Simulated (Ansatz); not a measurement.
Results of PBE-D3(BJ) (plane waves, PAW; Ansatz, a program for electronic structure) for hcp Ti.

Run with plane-wave cutoff 520 eV, 24×24×12 k mesh (along the axes of the cell as run), Fermi–Dirac smearing 0.05 eV, no spin polarisation, scalar-relativistic PAW data made under PBE.

Results at a series of volumes:

```
V (Å³/atom)  E − E_lowest (meV/atom)  P (GPa)
-----------  -----------------------  -------
15.846                         10.60     5.30
16.176                          2.57     2.53
16.506                          0.00     0.00
16.836                          2.42    -2.32
17.166                          9.40    -4.43
```

### Question
Estimate the bulk modulus from the pressures at 16.176 and 16.836 Å³/atom, and compare it with a fit to all energies.

### Answer
B = −V dP/dV. Between V = 16.176 and 16.836 Å³/atom, dP/dV = (-2.32 − (2.53))/(16.836 − 16.176) = -7.35 GPa per Å³/atom; at the midpoint 16.506 Å³/atom this gives B ≈ 121 GPa. The third-order Birch–Murnaghan fit gives V0 = 16.506 Å³/atom, B0 = 121 GPa, B′ = 3.5, which lies within 1 % of that estimate.

Shape and atoms are relaxed at each volume.

Measured, for comparison: bulk modulus 108 GPa (zero-point energy and finite temperature contributions removed; as tabulated in doi:10.1021/acs.jctc.3c00612). Computed (rounded) less measured: bulk modulus +12 %.

Note: the bulk modulus comes from volumes at which shape and atoms were relaxed.

The computed numbers hold no vibrational or temperature effects.
